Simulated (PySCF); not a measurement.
**BNH4 (BH2(NH2)), step by step**

We compute a structure relaxation (revPBE-D3(op)/def2-TZVP), then vibrational wavenumbers, then the energy (XLYP-D4/x2c-TZVPPall), then the vertical excitations (TDA-CAM-B3LYP/6-31G) of BNH4 (BH2(NH2)). 

The calculation is run with PySCF 2.14.0.

### 1 The molecule

BNH4: 6 atoms, total charge 0, spin state singlet. SMILES: `[H]B([H])N`. All atoms were displaced at random from a relaxed shape. The run starts from this shape.

Bond lengths: B1–N4 1.574 Å, B1–H2 0.976 Å, B1–H3 1.158 Å, N4–H5 0.974 Å, N4–H6 1.040 Å. Angles: B1–N4–H5 123.2°, B1–N4–H6 119.9°, H2–B1–N4 111.2°, H3–B1–N4 106.3°, H5–N4–H6 116.8°, H2–B1–H3 141.7°.

### 2 A structure relaxation at revPBE-D3(op)/def2-TZVP (Coulomb fitting set) (run 1)

Contents of geometry.xyz:

```xyz
6
BH4N
B      0.435103     0.710470     0.001082
H      1.183587     0.639371     0.623670
H     -0.160962     1.485461    -0.619358
N     -0.404025    -0.620467    -0.032758
H     -1.271755    -0.692633    -0.469856
H     -0.064412    -1.460934     0.476062
```

Contents of calc.py:

```python
from pyscf import gto, dft
from pyscf.geomopt.geometric_solver import kernel as optimise

mol = gto.M(
    atom='geometry.xyz',
    charge=0,
    max_memory=1860,
    basis='def2-tzvp',
    verbose=3,
)

mf = dft.RKS(mol, xc='revpbe')
mf = mf.density_fit(auxbasis='def2-universal-jfit')
mf.disp = 'd3op'
converged, mol_eq = optimise(mf, maxsteps=100, convergence_set='GAU_TIGHT')
print('converged:', converged)
print(mol_eq.tostring())

mf.reset(mol_eq)
mol = mol_eq
mf.kernel()
e_tot = mf.e_tot
print('Final energy', e_tot)
```

On the command line:

```
OMP_NUM_THREADS=1 python calc.py
```

The program printed:

```text
convergence_set           GAU_TIGHT
maxiter                   100
----------------------------------------------------------
Custom engine selected.
Bonds will be generated from interatomic distances less than 1.20 times sum of covalent radii
18 internal coordinates being used (instead of 18 Cartesians)
Internal coordinate system (atoms numbered from 1):
Distance 1-2
Distance 1-3
Distance 1-4
Distance 4-5
Distance 4-6
Angle 2-1-4
Angle 3-1-4
Angle 1-4-6
Angle 5-4-6
Out-of-Plane 1-2-3-4
Out-of-Plane 4-1-5-6
Dihedral 2-1-4-5
Dihedral 2-1-4-6
Dihedral 3-1-4-5
Dihedral 3-1-4-6
Translation-X 1-6
Translation-Y 1-6
Translation-Z 1-6
Rotation-A 1-6
Rotation-B 1-6
Rotation-C 1-6
> ===== Optimization Info: ====
> Job type: Energy minimization
> Maximum number of optimization cycles: 100
> Initial / maximum trust radius (Angstrom): 0.100 / 0.300
> Convergence Criteria:
> Will converge when all 5 criteria are reached:
>  |Delta-E| < 1.00e-06
>  RMS-Grad  < 1.00e-05
>  Max-Grad  < 1.50e-05
>  RMS-Disp  < 4.00e-05
>  Max-Disp  < 6.00e-05
> === End Optimization Info ===

Geometry optimization cycle 1
Cartesian coordinates (Angstrom)
 Atom        New coordinates             dX        dY        dZ
   B   0.435103   0.710470   0.001082    0.000000  0.000000  0.000000
   H   1.183587   0.639371   0.623670    0.000000 -0.000000  0.000000
   H  -0.160962   1.485461  -0.619358    0.000000  0.000000  0.000000
   N  -0.404025  -0.620467  -0.032758    0.000000  0.000000  0.000000
   H  -1.271755  -0.692633  -0.469856    0.000000  0.000000  0.000000
   H  -0.064412  -1.460934   0.476062    0.000000  0.000000  0.000000

WARN: Mole.unit (angstrom) is changed to Bohr

converged SCF energy = -81.99731530038
--------------- DFRKS_Scanner gradients ---------------
         x                y                z
0 B     0.1921135832     0.0823691431     0.0997991060
1 H    -0.1454908130     0.0015172421    -0.1069058382
2 H    -0.0022436805    -0.0230717112     0.0091086215
3 N    -0.0867860881    -0.0509893155    -0.0304129700
4 H     0.0316720172     0.0051425307     0.0181742112
5 H     0.0107511176    -0.0150112887     0.0102202986
----------------------------------------------
cycle 1: E = -81.9973153004  dE = -81.9973  norm(grad) = 0.315806
Step    0 : Gradient = 1.289e-01/2.316e-01 (rms/max) Energy = -81.9973153004
Hessian Eigenvalues: 2.30000e-02 2.83064e-02 3.54216e-02 ... 4.13616e-01 5.21353e-01 5.25113e-01

Geometry optimization cycle 2
Cartesian coordinates (Angstrom)
 Atom        New coordinates             dX        dY        dZ
   B   0.325343   0.599143  -0.010874   -0.109760 -0.111327 -0.011956
   H   1.286133   0.707086   0.627879    0.102546  0.067715  0.004209
   H  -0.129043   1.538026  -0.592331    0.031919  0.052565  0.027027
   N  -0.401524  -0.619657  -0.023595    0.002501  0.000810  0.009163
   H  -1.282299  -0.726693  -0.508884   -0.010544 -0.034060 -0.039028
   H  -0.082099  -1.433882   0.487699   -0.017687  0.027052  0.011637
converged SCF energy = -82.0514203001299
--------------- DFRKS_Scanner gradients ---------------
         x                y                z
0 B     0.0280349499     0.0123972585     0.0060211350
1 H    -0.0191536613     0.0019221983    -0.0102548640
2 H     0.0016620301    -0.0021922581     0.0044438753
3 N    -0.0139946513    -0.0169774452    -0.0018329822
4 H     0.0009809284     0.0024941953     0.0008851631
5 H     0.0025076115     0.0023244895     0.0007375622
----------------------------------------------
cycle 2: E = -82.0514203001  dE = -0.054105  norm(grad) = 0.0445711
Step    1 : Displace = 8.970e-02/1.570e-01 (rms/max) Trust = 1.000e-01 (=) Grad = 1.820e-02/3.124e-02 (rms/max) E (change) = -82.0514203001 (-5.410e-02) Quality = 1.072
Hessian Eigenvalues: 2.29530e-02 2.82913e-02 3.50575e-02 ... 4.14499e-01 4.85428e-01 5.25852e-01

Geometry optimization cycle 3
Cartesian coordinates (Angstrom)
 Atom        New coordinates             dX        dY        dZ
   B   0.296397   0.606244   0.013137   -0.028946  0.007101  0.024011
   H   1.309467   0.655032   0.630388    0.023334 -0.052054  0.002509
   H  -0.158701   1.525718  -0.618155   -0.029658 -0.012308 -0.025824
   N  -0.393451  -0.587579  -0.012753    0.008073  0.032078  0.010842
   H  -1.261961  -0.721331  -0.518443    0.020337  0.005362 -0.009559
   H  -0.077922  -1.411743   0.485751    0.004177  0.022138 -0.001948
converged SCF energy = -82.0526644757171
--------------- DFRKS_Scanner gradients ---------------
         x                y                z
0 B    -0.0001615867    -0.0107652085     0.0059738656
1 H    -0.0060481521    -0.0023527657    -0.0038128432
2 H    -0.0016141994    -0.0014118764    -0.0013420155
3 N     0.0064857511     0.0118589604    -0.0008755271
4 H     0.0004026048     0.0008873851    -0.0000262218
5 H     0.0009792173     0.0017750392     0.0000845328
----------------------------------------------
cycle 3: E = -82.0526644757  dE = -0.00124418  norm(grad) = 0.0200796
Step    2 : Displace = 3.799e-02/5.581e-02 (rms/max) Trust = 1.414e-01 (+) Grad = 8.197e-03/1.354e-02 (rms/max) E (change) = -82.0526644757 (-1.244e-03) Quality = 0.680
Hessian Eigenvalues: 2.28570e-02 2.81311e-02 3.38416e-02 ... 4.15582e-01 4.36310e-01 5.25874e-01

Geometry optimization cycle 4
Cartesian coordinates (Angstrom)
 Atom        New coordinates             dX        dY        dZ
   B   0.294295   0.612160   0.013033   -0.002102  0.005916 -0.000104
   H   1.319750   0.680091   0.625390    0.010283  0.025058 -0.004998
   H  -0.140156   1.546355  -0.613505    0.018545  0.020637  0.004650
   N  -0.402235  -0.600503  -0.010981   -0.008785 -0.012924  0.001772
[... 2 lines left out ...]
converged SCF energy = -82.0531075834131
[... 22 lines left out ...]
converged SCF energy = -82.0531578348013
[... 22 lines left out ...]
converged SCF energy = -82.0531667892789
[... 22 lines left out ...]
converged SCF energy = -82.0531677314111
[... 22 lines left out ...]
converged SCF energy = -82.0531677810439
[... 22 lines left out ...]
converged SCF energy = -82.0531677826369
[... 22 lines left out ...]
converged SCF energy = -82.0531677871643
[... 23 lines left out ...]
converged SCF energy = -82.0531678107857
[... 13 lines left out ...]
Geometry optimization cycle 12
Cartesian coordinates (Angstrom)
 Atom        New coordinates             dX        dY        dZ
   B   0.294461   0.610122   0.004103    0.000027  0.000009  0.000016
   H   1.317571   0.677543   0.633885    0.000013  0.000036 -0.000020
   H  -0.146946   1.544431  -0.612448   -0.000011 -0.000028 -0.000009
   N  -0.407035  -0.597863  -0.011520    0.000073  0.000004  0.000021
   H  -1.275184  -0.732090  -0.518970    0.000045  0.000014  0.000015
   H  -0.097857  -1.428197   0.482643   -0.000048 -0.000063 -0.000015
converged SCF energy = -82.0531678229654
--------------- DFRKS_Scanner gradients ---------------
         x                y                z
0 B     0.0000058474    -0.0000145930    -0.0000111408
1 H    -0.0000011701     0.0000020666     0.0000008649
2 H     0.0000033361     0.0000018798     0.0000034746
3 N    -0.0000046409    -0.0000102656     0.0000159536
4 H     0.0000109361     0.0000011906    -0.0000077571
5 H     0.0000296453     0.0000057293     0.0000016649
----------------------------------------------
cycle 12: E = -82.053167823  dE = -1.21797e-08  norm(grad) = 4.33758e-05
Step   11 : Displace = 5.251e-05/9.373e-05 (rms/max) Trust = 5.162e-05 (=) Grad = 1.820e-05/2.752e-05 (rms/max) E (change) = -82.0531678230 (-1.218e-08) Quality = 1.057
Hessian Eigenvalues: 1.11662e-02 2.28900e-02 4.08748e-02 ... 4.26063e-01 4.82231e-01 5.18107e-01

Geometry optimization cycle 13
Cartesian coordinates (Angstrom)
 Atom        New coordinates             dX        dY        dZ
   B   0.294491   0.610129   0.004136    0.000030  0.000008  0.000033
   H   1.317622   0.677574   0.633862    0.000052  0.000031 -0.000024
   H  -0.146926   1.544407  -0.612454    0.000020 -0.000024 -0.000007
   N  -0.406952  -0.597879  -0.011542    0.000084 -0.000016 -0.000022
   H  -1.275144  -0.732051  -0.518937    0.000039  0.000039  0.000033
   H  -0.097972  -1.428276   0.482636   -0.000115 -0.000080 -0.000007
converged SCF energy = -82.0531678340352
--------------- DFRKS_Scanner gradients ---------------
         x                y                z
0 B    -0.0000040152    -0.0000112040    -0.0000058676
1 H    -0.0000016405     0.0000012540    -0.0000033741
2 H     0.0000048909     0.0000016510     0.0000010749
3 N     0.0000185082    -0.0000012195     0.0000181622
4 H     0.0000124676    -0.0000043483    -0.0000031206
5 H     0.0000137395    -0.0000000615    -0.0000038084
----------------------------------------------
cycle 13: E = -82.053167834  dE = -1.10698e-08  norm(grad) = 3.57883e-05
Step   12 : Displace = 7.528e-05/1.331e-04 (rms/max) Trust = 7.300e-05 (+) Grad = 1.096e-05/1.680e-05 (rms/max) E (change) = -82.0531678340 (-1.107e-08) Quality = 2.008
Hessian Eigenvalues: 1.03122e-02 2.28801e-02 3.05393e-02 ... 4.26581e-01 4.75249e-01 5.15248e-01

Geometry optimization cycle 14
Cartesian coordinates (Angstrom)
 Atom        New coordinates             dX        dY        dZ
   B   0.294522   0.610133   0.004149    0.000031  0.000004  0.000014
   H   1.317664   0.677538   0.633871    0.000042 -0.000036  0.000009
   H  -0.146891   1.544395  -0.612455    0.000035 -0.000012 -0.000001
   N  -0.406932  -0.597888  -0.011595    0.000020 -0.000008 -0.000053
   H  -1.275183  -0.731983  -0.518919   -0.000039  0.000068  0.000018
   H  -0.098090  -1.428307   0.482641   -0.000118 -0.000030  0.000005
converged SCF energy = -82.053167840156
--------------- DFRKS_Scanner gradients ---------------
         x                y                z
0 B    -0.0000033192     0.0000047729    -0.0000033436
1 H     0.0000005175     0.0000000875    -0.0000035195
2 H     0.0000047814    -0.0000019447     0.0000004893
3 N     0.0000262350    -0.0000052065     0.0000139193
4 H     0.0000082433    -0.0000069093    -0.0000017140
5 H     0.0000074752    -0.0000047233    -0.0000027789
----------------------------------------------
cycle 14: E = -82.0531678402  dE = -6.12081e-09  norm(grad) = 3.46149e-05
Step   13 : Displace = 4.562e-05/7.301e-05 (rms/max) Trust = 1.032e-04 (+) Grad = 6.416e-06/1.265e-05 (rms/max) E (change) = -82.0531678402 (-6.121e-09) Quality = 3.036
Hessian Eigenvalues: 8.07499e-03 2.29057e-02 2.45022e-02 ... 4.26964e-01 4.68954e-01 5.15938e-01

Geometry optimization cycle 15
Cartesian coordinates (Angstrom)
 Atom        New coordinates             dX        dY        dZ
   B   0.294565   0.610112   0.004152    0.000043 -0.000021  0.000003
   H   1.317710   0.677495   0.633883    0.000046 -0.000043  0.000013
   H  -0.146828   1.544388  -0.612448    0.000063 -0.000007  0.000007
   N  -0.406904  -0.597900  -0.011652    0.000027 -0.000012 -0.000057
   H  -1.275203  -0.731953  -0.518896   -0.000020  0.000030  0.000023
   H  -0.098116  -1.428295   0.482661   -0.000026  0.000011  0.000020
converged SCF energy = -82.0531678430124
--------------- DFRKS_Scanner gradients ---------------
         x                y                z
0 B    -0.0000018360     0.0000073296    -0.0000000187
1 H     0.0000030811     0.0000010401    -0.0000025177
2 H     0.0000042743    -0.0000030211     0.0000000595
3 N     0.0000208030    -0.0000068158     0.0000029267
4 H     0.0000088346    -0.0000068189     0.0000015462
5 H     0.0000087583    -0.0000056460     0.0000010399
----------------------------------------------
cycle 15: E = -82.053167843  dE = -2.85638e-09  norm(grad) = 2.87367e-05
Step   14 : Displace = 3.161e-05/6.520e-05 (rms/max) Trust = 1.460e-04 (+) Grad = 3.387e-06/4.803e-06 (rms/max) E (change) = -82.0531678430 (-2.856e-09) Quality = 3.579
Hessian Eigenvalues: 9.78692e-03 1.87811e-02 2.29098e-02 ... 4.27891e-01 4.87445e-01 5.17748e-01

Geometry optimization cycle 16
Cartesian coordinates (Angstrom)
 Atom        New coordinates             dX        dY        dZ
   B   0.294576   0.610100   0.004148    0.000012 -0.000012 -0.000004
   H   1.317737   0.677403   0.633904    0.000027 -0.000092  0.000021
   H  -0.146772   1.544396  -0.612448    0.000056  0.000008 -0.000000
   N  -0.406955  -0.597886  -0.011668   -0.000051  0.000014 -0.000017
   H  -1.275271  -0.731867  -0.518907   -0.000068  0.000086 -0.000010
   H  -0.098210  -1.428286   0.482658   -0.000094  0.000010 -0.000003
converged SCF energy = -82.0531678445909
--------------- DFRKS_Scanner gradients ---------------
         x                y                z
0 B    -0.0000085969     0.0000109376    -0.0000056768
1 H     0.0000107472     0.0000000368     0.0000029741
2 H     0.0000034963    -0.0000038586    -0.0000000616
3 N     0.0000204920    -0.0000155708     0.0000047358
4 H     0.0000084406    -0.0000041645     0.0000008607
5 H     0.0000093191    -0.0000013759     0.0000001841
----------------------------------------------
cycle 16: E = -82.0531678446  dE = -1.57844e-09  norm(grad) = 3.52154e-05
Step   15 : Displace = 1.499e-05/2.237e-05 (rms/max) Trust = 2.065e-04 (+) Grad = 4.611e-06/7.709e-06 (rms/max) E (change) = -82.0531678446 (-1.578e-09) Quality = 4.408
Hessian Eigenvalues: 9.78692e-03 1.87811e-02 2.29098e-02 ... 4.27891e-01 4.87445e-01 5.17748e-01
Converged! =D

converged: True
B           0.29457647        0.61010004        0.00414791
H           1.31773706        0.67740295        0.63390387
H          -0.14677182        1.54439574       -0.61244799
N          -0.40695541       -0.59788598       -0.01166842
H          -1.27527082       -0.73186715       -0.51890661
H          -0.09821045       -1.42828580        0.48265793
converged SCF energy = -82.053167844903
Final energy -82.053167844903
```

Wall time 2.2 min (1 thread of AMD EPYC (Zen 3), shared host); peak memory 0.83 GiB.

The path in brief:

| step | energy from the first frame kept (eV) | largest force (eV/Å) |
| --- | --- | --- |
| 0 | 0.0000 | 11.9109 |
| 1 | -1.4723 | 1.6064 |
| 2 | -1.5061 | 0.6965 |
| 3 | -1.5182 | 0.2519 |
| 4 | -1.5196 | 0.1255 |
| 5 | -1.5198 | 0.0264 |
| 6 | -1.5198 | 0.0101 |
| 7 | -1.5198 | 0.0029 |
| 8 | -1.5198 | 0.0060 |
| 9 | -1.5198 | 0.0060 |
| 10 | -1.5198 | 0.0028 |
| 11 | -1.5198 | 0.0016 |
| 12 | -1.5198 | 0.0013 |
| 13 | -1.5198 | 0.0016 |
| 14 | -1.5198 | 0.0011 |
| 15 | -1.5198 | 0.0013 |

After the run. Bond lengths: B1–N4 1.397 Å, B1–H2 1.203 Å, B1–H3 1.203 Å, N4–H5 1.015 Å, N4–H6 1.015 Å. Angles: B1–N4–H5 123.3°, B1–N4–H6 123.3°, H2–B1–N4 118.8°, H3–B1–N4 118.8°, H5–N4–H6 113.3°, H2–B1–H3 122.5°.

### 3 Vibrational wavenumbers at revPBE-D3(op)/def2-TZVP (Coulomb fitting set) (run 2)

Contents of start.xyz:

```xyz
6
BH4N
B      0.388860     0.669588     0.008767
H      1.412005     0.736985     0.638501
H     -0.052577     1.603852    -0.607853
N     -0.312671    -0.538398    -0.007049
H     -1.181113    -0.672175    -0.514142
H     -0.004167    -1.368792     0.487420
```

Contents of job.py:

```python
from pyscf import gto, dft, symm
from pyscf.hessian import thermo

system = gto.M(
    atom='start.xyz',
    basis='def2-tzvp',
    max_memory=1860,
    spin=0,
    verbose=3,
)

ks = dft.RKS(system)
ks.xc = 'revpbe'
ks = ks.density_fit(auxbasis='def2-universal-jfit')
ks.disp = 'd3op'
ks.kernel()

e_final = ks.e_tot
print(f'total energy: {e_final:.8f} hartree')
hess = ks.Hessian().kernel()
modes = thermo.harmonic_analysis(system, hess)
thermo.dump_normal_mode(system, modes)
symm.geom.TOLERANCE = 1e-3  # for the symmetry number
th = thermo.thermo(ks, modes['freq_au'], 800, 101325)
thermo.dump_thermo(system, th)
```

On the command line:

```
OMP_NUM_THREADS=1 python job.py
```

The program printed:

```text
converged SCF energy = -82.0531678488438
total energy: -82.05316785 hartree

WARN: DFTD3 does not support analytical Hessian, using finite difference

WARN: Mole.unit (angstrom) is changed to Bohr

Mode                                 0                   1                   2
Irrep
Freq [cm^-1]                      592.8977            722.3354            845.6352
Reduced mass [au]                   1.2684              1.0438              1.0080
Force const [Dyne/A]                0.2627              0.3209              0.4247
Char temp [K]                     853.0477           1039.2798           1216.6807
Normal mode                   x     y     z       x     y     z       x     y     z
       0   B                -0.02  0.01  0.03    0.04 -0.02  0.03   -0.00  0.00  0.00
       1   H                -0.02  0.01  0.04    0.08  0.47 -0.12   -0.23  0.13  0.36
       2   H                -0.02  0.01  0.04   -0.37 -0.30 -0.13    0.23 -0.13 -0.36
       3   N                 0.06 -0.04 -0.10    0.02 -0.01  0.02    0.00 -0.00  0.00
       4   H                -0.32  0.18  0.50    0.04  0.46 -0.14   -0.28  0.16  0.44
       5   H                -0.32  0.18  0.50   -0.38 -0.26 -0.15    0.28 -0.16 -0.44
Mode                                 3                   4                   5
Irrep
Freq [cm^-1]                      972.9041           1104.8129           1122.9058
Reduced mass [au]                   1.3373              1.4875              1.2306
Force const [Dyne/A]                0.7458              1.0698              0.9143
Char temp [K]                    1399.7924           1589.5798           1615.6114
Normal mode                   x     y     z       x     y     z       x     y     z
       0   B                -0.08  0.04  0.13   -0.09  0.05 -0.08    0.03  0.05  0.00
       1   H                 0.31 -0.17 -0.48   -0.13 -0.35  0.04    0.10  0.59 -0.15
       2   H                 0.31 -0.17 -0.48    0.25  0.30  0.05    0.46  0.37  0.16
       3   N                 0.01 -0.01 -0.02    0.08 -0.05  0.07   -0.05 -0.09 -0.00
       4   H                 0.02 -0.01 -0.03    0.09  0.40 -0.09   -0.06 -0.13  0.01
       5   H                 0.02 -0.01 -0.03   -0.30 -0.27 -0.10   -0.08 -0.11 -0.01
Mode                                 6                   7                   8
Irrep
Freq [cm^-1]                     1327.9889           1600.0894           2517.6139
Reduced mass [au]                   2.5504              1.2196              1.0573
Force const [Dyne/A]                2.6500              1.8397              3.9483
Char temp [K]                    1910.6804           2302.1725           3622.2859
Normal mode                   x     y     z       x     y     z       x     y     z
       0   B                 0.11  0.19  0.00    0.02  0.04  0.00   -0.03 -0.06 -0.00
       1   H                 0.07 -0.28  0.14    0.03 -0.03  0.03    0.58  0.03  0.36
       2   H                -0.28 -0.08 -0.15   -0.04  0.01 -0.03   -0.25  0.53 -0.35
       3   N                -0.05 -0.09 -0.00   -0.05 -0.09 -0.00    0.00  0.01  0.00
       4   H                -0.07 -0.24  0.04   -0.01  0.59 -0.22    0.00 -0.01  0.00
       5   H                -0.17 -0.18 -0.05    0.52  0.28  0.23   -0.01 -0.00 -0.00
Mode                                 9                  10                  11
Irrep
Freq [cm^-1]                     2599.0861           3500.1917           3588.7173
Reduced mass [au]                   1.1351              1.0485              1.0979
Force const [Dyne/A]                4.5179              7.5686              8.3311
Char temp [K]                    3739.5062           5035.9965           5163.3651
Normal mode                   x     y     z       x     y     z       x     y     z
       0   B                 0.07 -0.04  0.06   -0.00 -0.00 -0.00    0.00 -0.00  0.00
       1   H                -0.56 -0.04 -0.34   -0.00  0.00 -0.00   -0.01  0.00 -0.00
       2   H                -0.24  0.52 -0.34    0.00 -0.00  0.00   -0.01  0.00 -0.00
       3   N                -0.00  0.00 -0.00    0.03  0.05  0.00    0.06 -0.03  0.05
       4   H                 0.01 -0.00  0.01   -0.59 -0.07 -0.35   -0.58 -0.09 -0.33
       5   H                 0.01 -0.00  0.01    0.23 -0.55  0.34   -0.20  0.55 -0.33
temperature 800.0000 [K]
pressure 101325.00 [Pa]
Rotational constants [GHz] 136.92108 27.44565 22.86283
Symmetry number 2
Zero-point energy (ZPE) 0.04669 [Eh]   122588.390 [J/mol]
                           tot       elec      trans        rot        vib
Entropy [J/mol/K]       295.244      0.000    171.193     85.478     38.573
Cv [J/mol/K]             79.536      0.000     12.472     12.472     54.592
Cp [J/mol/K]             87.850      0.000     20.786     12.472     54.592
Internal energy [J/mol]                      9977.352   9977.352 142499.993
Internal energy [Eh]   -81.99129  -82.05317
Enthalpy [J/mol]                            16628.920   9977.352 142499.993
Enthalpy [Eh]          -81.98876
Gibbs free energy [J/mol]                  -120325.340 -58405.025 111641.559
Gibbs free energy [Eh] -82.07872
```

Wall time 82 s (1 thread of AMD EPYC (Zen 3), shared host); peak memory 1.1 GiB.

[end of part 1 of 2]
